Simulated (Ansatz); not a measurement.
HGeBr⁺, doublet: reading a ladder of total energies

Geometry: that of the HGeBr, singlet, kept fixed.

```xyz
3

Ge    0.0000   -0.0382    1.2160
Br    0.0000    0.0151   -1.1224
H     0.0000    1.5551    1.3441
```

Basis cc-pVTZ; Ansatz 0.2.0. Correlated methods freeze the noble-gas cores and the filled d shells of p-block atoms, which leaves 11 electrons in 72 orbitals. Prefix R: restricted or restricted open-shell reference; prefix U: unrestricted. No spin–orbit coupling is included, and no scalar relativity.

Full CI isn't at hand for all of this; UCCSDT(Q) serves as the reference, and is uncertain by about the last step of the cluster series.

Runs differ by some tens of microhartree through their thresholds and, for an open shell, their frozen cores, so steps under 0.03 kcal/mol mean nothing.

| level | total energy (hartree) |
| --- | --- |
| UHF | -4648.150075 |
| UMP2 | -4648.380087 |
| UCCSD | -4648.409267 |
| UCCSD(T) | -4648.422261 |
| UCCSDT | -4648.423832 |
| UCCSDT(Q) | -4648.424878 |

What is the correlation energy at UCCSDT(Q), and what share of it do UMP2 and UCCSD recover?

E(corr) = -4648.424878 − (-4648.150075) = -0.274803 hartree = -7.478 eV. UMP2: -0.230012 / -0.274803 = 83.70 %. UCCSD: -0.259192 / -0.274803 = 94.32 %.

By how many kcal/mol does UCCSD(T) miss UCCSDT(Q) (1 hartree = 627.509 kcal/mol), and which steps make up the rest?

-4648.422261 − (-4648.424878) = 0.002617 hartree = 1.64 kcal/mol. Steps: UCCSDT − UCCSD(T) = -0.99, UCCSDT(Q) − UCCSDT = -0.66 kcal/mol. Differences between like states or geometries often cancel part of this.
